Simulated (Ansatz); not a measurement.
# BaPbO$_{3}$ (Imma)

These are results of DFT r2SCAN, scalar-relativistic, plane waves, PAW in Ansatz, not measurements.

Plane waves to 500 eV, a k mesh through Γ of 8×8×8 on the computed 10-atom cell and Gaussian smearing (0.01 eV); no spin polarisation.

The structure is relaxed at this level of theory with its symmetry kept. Whether it is the stable form of this composition wasn't checked.

It takes space group Imma (No. 74, orthorhombic). The conventional cell has a = 6.047 Å, b = 8.534 Å, c = 6.119 Å, α = 90.00°, β = 90.00°, γ = 90.00°. Around Ba (site symmetry mm2) lie 7 O at 2.69 to 3.05 Å. Around Pb (site symmetry 2/m) lie 6 O at 2.17 Å. O (site symmetry 2) has 2 Pb at 2.17 Å as nearest neighbours. O (site symmetry mm2) is surrounded by 2 Pb at 2.17 Å.

```json
{
 "Volume per atom": "15.79 Å³",
 "Formation energy from the elements' standard states (uncorrected)": "-1.915 eV/atom",
 "Generalised Kohn–Sham band gap": "0.29 eV, direct at Γ",
 "Löwdin character of the top 1 eV of the valence band": "O 2p 95 %",
 "Löwdin character of the lowest 1 eV of the conduction band": "O 2p 57 %, Pb 6s 30 %, O 2s 7 %",
 "Electron masses at the edge by Cartesian direction of the standard setting (m_e; degenerate bands sorted by energy; no spin-orbit coupling)": "x: 0.46; y: 0.71; z: 0.49",
 "Hole masses at the edge by Cartesian direction of the standard setting (m_e; degenerate bands sorted by energy; no spin-orbit coupling)": "x: 0.31; y: over 30; z: 0.64",
 "Bader charges (e)": "Ba (2 in the cell) 1.60, Pb (2 in the cell) 2.12, O (4 in the cell) -1.24, O (2 in the cell) -1.23"
}
```

Spin-orbit coupling is left out, which matters for the bands of heavy elements.

Cost: 3 runs of about 11 core-minutes in all, on Arm Neoverse V2 (shared hosts).